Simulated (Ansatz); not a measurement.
The input, for Ansatz 0.2.0:

```yaml
crystal:
  periodic: [false, false, false]
  atoms:
    - {symbol: Ge, position_ang: [0.000812, 0.001467, -0.001471]}
    - {symbol: H, position_ang: [0.562115, 1.035392, 1.031121]}
    - {symbol: H, position_ang: [-0.630813, -1.139822, 1.142528]}
    - {symbol: H, position_ang: [-0.558412, 1.032284, -1.038288]}
    - {symbol: H, position_ang: [0.568595, -1.033586, -1.029378]}
basis:
  gaussian: {orbitals: 6-31G}
total_charge: 1
magnetization: {spin_polarized: false, initial_magnetization: 1}
correlation: {method: fic_mrcisd_q, electrons: outside_noble_gas, active_space: {window: {electrons: 7, orbitals: 8}, shells: [{species: Ge, l: s, shell: 4}, {species: Ge, l: p, shell: 4}, {species: H, l: s, shell: 1}]}}
```

```sh
$ ansatz run in.yaml --threads 1 --pin off --events-out ev --progress --plain --max-ram 2393MiB
```

The program prints:

```
660 factors; integrals over basis functions are off by at most 8.2e-8 eV
mean field evaluation 1: about -56514.7389 eV, gradient 7.0e0 eV
mean field evaluation 2: about -56514.7655 eV, gradient 7.0e0 eV
mean field evaluation 4: about -56515.0413 eV, gradient 8.1e-1 eV
mean field evaluation 8: about -56515.0637 eV, gradient 2.8e-1 eV
mean field evaluation 16: about -56515.0872 eV, gradient 2.5e-6 eV
mean field evaluation 32: about -56515.0864 eV, gradient 2.4e-1 eV
mean field -56515.08719323 eV, -2076.8911470491 hartree, gradient 2.5e-6 eV, S^2 0.750000; 2 other end points of the search recorded, 0 dependent functions left out
reference -56515.08719323 eV, -2076.8911470491 hartree; 18, 17 occupied and 19, 20 virtual orbitals, 660 factors
state -56517.28672409 eV, -2076.9719783173 hartree
contracted CI cycle   1: correlation 0.00000000 eV, 0.0000000000 hartree, residual 5.25e0 eV
contracted CI cycle   2: correlation -0.40626835 eV, -0.0149300865 hartree, residual 1.05e0 eV
contracted CI cycle   3: correlation -0.42334700 eV, -0.0155577154 hartree, residual 2.27e-1 eV
contracted CI cycle   4: correlation -0.42407743 eV, -0.0155845581 hartree, residual 5.12e-2 eV
contracted CI cycle   5: correlation -0.42411640 eV, -0.0155859902 hartree, residual 1.06e-2 eV
contracted CI cycle   6: correlation -0.42411818 eV, -0.0155860556 hartree, residual 2.26e-3 eV
contracted CI cycle   7: correlation -0.42411826 eV, -0.0155860585 hartree, residual 4.13e-4 eV
state -56517.28672409 eV, -2076.9719783173 hartree; corrected -56517.71464151 eV, -2076.9877039924 hartree
Total energy: -56517.71464151 eV, -2076.9877039924 hartree
Checks for a lower state left out: starts, orbital_swaps
```

For the same geometry and basis full CI lies 3.5 meV lower.

Ran on 1 thread of Arm Neoverse V2, shared host: 2.9 s wall, 0.2 GiB peak host memory.
